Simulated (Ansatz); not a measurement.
Results of PBE+SOC (Ansatz, a first-principles code, plane waves, PAW) for cubic perovskite KTaO3.

Settings: plane-wave cutoff 520 eV, 8×8×8 k mesh, Fermi–Dirac smearing 0.01 eV, PAW data made under PBE.

Response to compression and expansion:

```csv
V (Å³/atom),P (GPa),direct gap at Γ (eV),smallest gap on the k mesh (eV)
12.242,13.37,2.683,2.165
12.503,8.42,2.655,2.117
12.763,3.98,2.624,2.069
13.024,0.00,2.590,2.020
13.284,-3.57,2.553,1.972
13.545,-6.76,2.513,1.924
13.805,-9.62,2.472,1.877
```

The fundamental gap (2.02 eV at the equilibrium volume, with added k points) lies elsewhere than Γ–Γ.

Measured, for comparison: band gap 3.64 eV (temperature not stated, not corrected to a static lattice, indirect; as tabulated in Himmetoglu and Janotti (2016), arXiv:1601.06205).
